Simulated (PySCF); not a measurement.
Gas-phase reaction: C2H5F + C2HF → 2 CH2CHF

Method: PySCF energies (xtb for GFN2) plus ideal-gas RRHO corrections (1 bar). † marks an energy on the PBE0/def2-TZVP geometry and frequencies; other levels use their own. MP2 freezes the core. All species are closed-shell singlets. MP2 isn't extrapolated to the basis-set limit; its ΔH°(298 K) is -97.5 kJ in def2-SVP and -104.6 kJ in def2-TZVPP. The harmonic model lacks anharmonicity and excited electronic states, which grow with temperature; levels with a mode under 35 cm⁻¹ are left out. Internal rotation in C2H5F is treated as a harmonic vibration of one conformer, which makes the entropy rough.

ΔH° and ΔS° at 298 K: GFN2-xTB -43 kJ, 6 J/K; M06-2X/def2-TZVP† -111 kJ, 12 J/K; MP2/def2-TZVPP† -105 kJ, 12 J/K; PBE/def2-TZVP† -126 kJ, 12 J/K; PBE0/def2-SVP† -121 kJ, 12 J/K.

With the heat capacities included, give log10 K (1 bar) at 500, 800, 1400, 1600, 1800 K from GFN2-xTB, M06-2X/def2-TZVP†, MP2/def2-TZVPP†, PBE/def2-TZVP†, PBE0/def2-SVP†.


| T (K) | GFN2-xTB | M06-2X/def2-TZVP† | MP2/def2-TZVPP† | PBE/def2-TZVP† | PBE0/def2-SVP† |
|---|---|---|---|---|---|
| 500 | 4.7 | 12.2 | 11.5 | 13.7 | 13.2 |
| 800 | 3.0 | 7.8 | 7.3 | 8.7 | 8.4 |
| 1400 | 1.7 | 4.6 | 4.3 | 5.1 | 4.9 |
| 1600 | 1.5 | 4.0 | 3.8 | 4.5 | 4.3 |
| 1800 | 1.3 | 3.6 | 3.4 | 4.0 | 3.9 |
